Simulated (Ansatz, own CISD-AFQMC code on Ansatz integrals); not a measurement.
C2H6O, SMILES `COC` (charge 0, multiplicity 1).

Cartesian coordinates (Å):
```xyz
9

C      1.1500     0.0843    -0.1368
O     -0.0054    -0.5103    -0.6554
C     -1.1506    -0.1440     0.0600
H      1.3233    -0.2129     0.9077
H      1.0922     1.1817    -0.1762
H      1.9941    -0.2465    -0.7425
H     -2.0036    -0.6432    -0.4004
H     -1.0844    -0.4518     1.1137
H     -1.3155     0.9428     0.0299
```
Charge 0, multiplicity 1.

Frozen-core correlation energies in cc-pVDZ at a geometry from PBE0-D3(BJ)/def2-TZVP, on an HF energy of -154.07618 Ha (<S^2> = 0.00). Wave-function levels are from Ansatz, the walk from an own CISD-AFQMC code on Ansatz integrals (time step 0.005/Ha, trial state from CCSD amplitudes, largest double 0.02).

```json
[
 {"level": "MP2", "correlation energy (mHa)": "-478.0"},
 {"level": "CCSD", "correlation energy (mHa)": "-517.2"},
 {"level": "CCSD(T)", "correlation energy (mHa)": "-530.0"}
]
```

### Question
What correlation energy does phaseless AFQMC give, and where does it lie among these levels?

### Answer
-531.3 ± 0.4 mHa (one standard error). AFQMC minus each level: MP2 -53.2 mHa, CCSD -14.1 mHa, CCSD(T) -1.3 mHa.
